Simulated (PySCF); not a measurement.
Work out the structure from these simulated measurements.

Formula: C4H5F.

| Property | Result |
| --- | --- |
| Rotational structure | rotational constants A, B, C: 25.980, 2.021, 1.920 GHz [PBE0-D3(BJ)/def2-SVP] |
| NMR, other nuclei | isotropic shieldings of nuclei other than C and H, by class: 437 (1 F) ppm [GIAO HF/pcSseg-2] |
| Triplet | lowest triplet excitation (Tamm–Dancoff): 5.13 eV [TDA PBE0/def2-SVPD] |
| 1H NMR | chemical shifts (computed TMS as zero) by class: 4.55 (2 H), 1.90 (3 H) ppm [GIAO HF/pcSseg-2] |
| 13C NMR | chemical shifts (computed TMS as zero) by class: 94.7 (1 C), 78.3 (1 C), 64.7 (1 C), 3.5 (1 C) ppm [GIAO HF/pcSseg-2] |
| Valence photoelectron | vertical ionisation energy: 9.85 eV [ΔSCF PBE0/def2-SVPD] |
| Dipole | 2.28 D [PBE0/def2-SVPD] |
| Polarisability | 50.6 au [PBE0/def2-SVPD] |

Electronic properties: PySCF, gas phase, density fitting. Levels stand in brackets. Geometry: PBE0-D3(BJ)/def2-SVP; no solvent, vibrations or thermal averaging. NMR values are class means; diastereotopic atoms form classes of their own.

Question: Give a SMILES that accounts for the data.

Answer: Numbering: `[CH3:1][C:2]#[C:3][CH2:4][F:5]`. Its formula, C4H5F, gives 2 degrees of unsaturation: 0 rings and 2 π bonds in the structure found. 4 carbons fall into 4 classes; from least to most shielded: alkyne carbon [C2] (94.7 ppm), alkyne carbon [C3] (78.3 ppm), sp3 C–F carbon [C4] (64.7 ppm), propargylic carbon [C1] (3.5 ppm). Hydrogen classes from least to most shielded: 2 H on an sp3 C–F carbon, C4 (4.55 ppm), 3 H on a propargylic carbon, C1 (1.90 ppm). The other shieldings belong to: 437 ppm, alkyl fluorine [F5]. The first electron is taken from the HOMO, whose largest Löwdin shares are 0.37 on an alkyne carbon, 0.36 on an alkyne carbon, 0.08 on the sp3 C–F carbon and 0.07 on the propargylic carbon. By its constants the optimised geometry is an asymmetric top. Structure: `CC#CCF`. Computed isomers that give other values at the same levels: `C=CC(=C)F` (rotational constant A: 10.067 GHz; this holds for the one conformer computed); `C#CCCF` (rotational constant A: 27.121 GHz; this holds for the one conformer computed); `F[C@]12C[C@H]1C2` (rotational constant A: 8.868 GHz; this holds for the one conformer computed). The assignments are read from this structure; whether some other isomer fits the data as well wasn't checked.
